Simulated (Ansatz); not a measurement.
Cartesian coordinates in Å:
```
O -0.526 1.263 0.272
C -0.091 -0.013 0.005
O -1.132 -0.681 -0.632
O 0.277 -0.591 1.196
S 1.359 -0.079 -1.131
H -0.870 1.640 -0.545
H -0.852 -1.592 -0.773
H -0.399 -0.344 1.840
H 2.233 0.398 -0.233
```

Total charge 0; spin multiplicity 1.

**Question.** List the PBE0/def2-TZVPP orbital energies in eV (Ansatz 0.2.0). (An estimate is asked.)

**Answer.** The calculation gave: Occupied: -2422.43, -523.50, -523.46, -523.43, -283.46, -217.79, -161.64, -161.55, -161.40, -31.75, -28.92, -28.88, -21.31, -18.32, -16.42, -16.01, -13.98, -12.79, -11.46, -11.04, -10.58, -9.87, -9.01, -8.81, -7.29. Lowest empty: 0.22, 0.99, 1.68, 1.94, 2.07, 4.46, 4.65, 5.71.
